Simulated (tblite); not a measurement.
Isomers of C4H7OP. Computed with GFN2-xTB (tblite): harmonic, unscaled wavenumbers at the GFN2-xTB geometry, gas phase. This tight-binding method is rough: wavenumbers can miss measured ones by several per cent, in bad cases by 10 to 20. Modes of hydrogen on phosphorus can be 10 to 20 % off. One conformer each.

Electronic energies: GFN2-xTB at the same geometries; isomer energies are rough at this level and their order can be wrong.

| SMILES | electronic energy, lowest = 0 (kJ/mol) |
| --- | --- |
| CCC1=C[P@@H]1=O | 220.6 |
| C=C[PH](=O)C=C | 134.4 |
| O=[P@H]1C=CCC1 | 0.0 |
| C#CP(C)(C)=O | 137.2 |
| COCCC#P | 256.1 |

Problem. How do GFN2-xTB zero-point energies change the relative energies?

Solution. 
```json
{"SMILES": "O=[P@H]1C=CCC1", "ZPE (kJ/mol)": "263.2", "of it from modes above 1550 cm⁻¹": "131.2", "electronic (kJ/mol)": "0.0", "with ZPE, lowest = 0 (kJ/mol)": "0.0", "lowest mode (cm⁻¹)": "106", "rings": "1"}
{"SMILES": "C=C[PH](=O)C=C", "ZPE (kJ/mol)": "253.4", "of it from modes above 1550 cm⁻¹": "144.1", "electronic (kJ/mol)": "134.4", "with ZPE, lowest = 0 (kJ/mol)": "124.6", "lowest mode (cm⁻¹)": "67", "rings": "0"}
{"SMILES": "C#CP(C)(C)=O", "ZPE (kJ/mol)": "252.6", "of it from modes above 1550 cm⁻¹": "141.7", "electronic (kJ/mol)": "137.2", "with ZPE, lowest = 0 (kJ/mol)": "126.6", "lowest mode (cm⁻¹)": "113", "rings": "0"}
{"SMILES": "CCC1=C[P@@H]1=O", "ZPE (kJ/mol)": "258.3", "of it from modes above 1550 cm⁻¹": "132.6", "electronic (kJ/mol)": "220.6", "with ZPE, lowest = 0 (kJ/mol)": "215.7", "lowest mode (cm⁻¹)": "40", "rings": "1"}
{"SMILES": "COCCC#P", "ZPE (kJ/mol)": "265.9", "of it from modes above 1550 cm⁻¹": "132.5", "electronic (kJ/mol)": "256.1", "with ZPE, lowest = 0 (kJ/mol)": "258.9", "lowest mode (cm⁻¹)": "62", "rings": "0"}
```

The zero-point energies span 13.3 kJ/mol, from `C#CP(C)(C)=O` to `COCCC#P`. The order is unchanged.

Problem. What do entropy and thermal enthalpy add at 298.15 K and 1 bar (rigid rotor, harmonic oscillator, one conformer each)?

Solution. 
```csv
SMILES,point group,symmetry number,S (J/(mol K)),H − H(0) (kJ/mol),ZPE + H − H(0) − TS (kJ/mol)
O=[P@H]1C=CCC1,C1,1,324.0,18.27,184.9
C=C[PH](=O)C=C,Cs,1,356.7,22.39,169.4
C#CP(C)(C)=O,Cs,1,368.3,24.75,167.5
CCC1=C[P@@H]1=O,C1,1,356.6,21.81,173.8
COCCC#P,Cs,1,363.8,22.36,179.8
```
